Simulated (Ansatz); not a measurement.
# C5H12O: the cost of one run

Method: the levels named in each step, in Ansatz 0.2.0.

### Step 1. The system as given

Bond lengths (14 of 17 bonds, heavy atoms first): C1–C2 1.526 Å, C2–C3 1.527 Å, C2–C4 1.534 Å, C4–C5 1.530 Å, C5–O6 1.408 Å, C1–H7 1.089 Å, C1–H8 1.088 Å, C1–H9 1.087 Å, C2–H10 1.095 Å, C3–H11 1.088 Å, C3–H12 1.088 Å, C3–H13 1.088 Å, C4–H14 1.095 Å, C4–H15 1.091 Å. Angles (14 of 31 angles, heavy atoms first): C1–C2–C3 110.1°, C1–C2–C4 111.4°, C3–C2–C4 110.1°, C2–C4–C5 113.2°, C4–C5–O6 113.0°, C1–C2–H10 108.5°, C3–C2–H10 108.8°, C4–C2–H10 107.9°, C2–C1–H7 110.5°, C2–C1–H8 110.3°, C2–C1–H9 111.1°, C2–C3–H11 110.6°, C2–C3–H12 110.9°, C2–C3–H13 110.3°.

Coordinates:

```xyz
18

C    -1.7595   -0.6609   -0.3994
C    -0.6845    0.4218   -0.3505
C    -1.3341    1.8031   -0.2974
C     0.2469    0.2316    0.8529
C     1.2196   -0.9369    0.6820
O     2.0601   -0.7930   -0.4386
H    -2.3646   -0.6373    0.5053
H    -2.4140   -0.5034   -1.2538
H    -1.3153   -1.6481   -0.4933
H    -0.0788    0.3513   -1.2605
H    -1.9778    1.9563   -1.1606
H    -0.5792    2.5869   -0.2919
H    -1.9376    1.9025    0.6030
H     0.8306    1.1462    0.9985
H    -0.3433    0.0677    1.7562
H     0.6803   -1.8717    0.5196
H     1.8213   -1.0441    1.5979
H     2.5230    0.0498   -0.3688
```

### Step 2. A rough first relaxation, PBE-D4/def2-SVP

This run stands in another session on the same molecule. It ended at:

```xyz
18

C    -1.6684   -0.6790   -0.4817
C    -0.6734    0.4806   -0.3488
C    -1.4013    1.8254   -0.2434
C     0.2906    0.2891    0.8367
C     1.1918   -0.9449    0.7451
O     1.9305   -1.0136   -0.4652
H    -2.2866   -0.7823    0.4365
H    -2.3611   -0.5134   -1.3320
H    -1.1574   -1.6464   -0.6586
H    -0.0463    0.4908   -1.2685
H    -2.0583    2.0012   -1.1199
H    -0.6879    2.6733   -0.1808
H    -2.0412    1.8619    0.6648
H     0.9355    1.1949    0.9241
H    -0.2856    0.2416    1.7895
H     0.5806   -1.8716    0.7753
H     1.8585   -0.9818    1.6426
H     2.4728   -0.2042   -0.5153
```

### Step 3. Relaxation, HF/STO-3G

File input.yaml:

```yaml
crystal:
  periodic: [false, false, false]
  atoms:
    - { symbol: C, position_ang: [-1.66840579, -0.6790322, -0.48172829] }
    - { symbol: C, position_ang: [-0.67335637, 0.4805507, -0.34882254] }
    - { symbol: C, position_ang: [-1.40128403, 1.82540783, -0.24336739] }
    - { symbol: C, position_ang: [0.29057848, 0.28909674, 0.83672799] }
    - { symbol: C, position_ang: [1.19183328, -0.94491063, 0.74513079] }
    - { symbol: O, position_ang: [1.93054447, -1.01360137, -0.46515334] }
    - { symbol: H, position_ang: [-2.28663118, -0.78228431, 0.43649398] }
    - { symbol: H, position_ang: [-2.36112898, -0.51335139, -1.33204722] }
    - { symbol: H, position_ang: [-1.1573698, -1.64639576, -0.65862314] }
    - { symbol: H, position_ang: [-0.04631484, 0.49080028, -1.26850063] }
    - { symbol: H, position_ang: [-2.05825245, 2.00121799, -1.11986993] }
    - { symbol: H, position_ang: [-0.68789098, 2.6733043, -0.18076452] }
    - { symbol: H, position_ang: [-2.04117299, 1.86192617, 0.6647648] }
    - { symbol: H, position_ang: [0.93551384, 1.19490598, 0.92414472] }
    - { symbol: H, position_ang: [-0.28564726, 0.24159112, 1.78949717] }
    - { symbol: H, position_ang: [0.58062434, -1.8716268, 0.77529269] }
    - { symbol: H, position_ang: [1.858543, -0.98183265, 1.64259227] }
    - { symbol: H, position_ang: [2.47277727, -0.204166, -0.51530741] }
basis:
  gaussian: { orbitals: STO-3G }
hamiltonian:
  xc: hf
relax:
  f_tol: 0.004
  max_steps: 150
```

The run is started by

```bash
$ ansatz run input.yaml --threads 4 --pin off --max-ram 10240MiB --backend cpu --events-out ev --progress --plain --runs-dir out
```

**Question.** How long does this run take on 4 threads of AMD EPYC 9R45 (Zen 5), shared host, and how much memory does it need?

About 2.9 s, with a peak of 0.11 GiB.
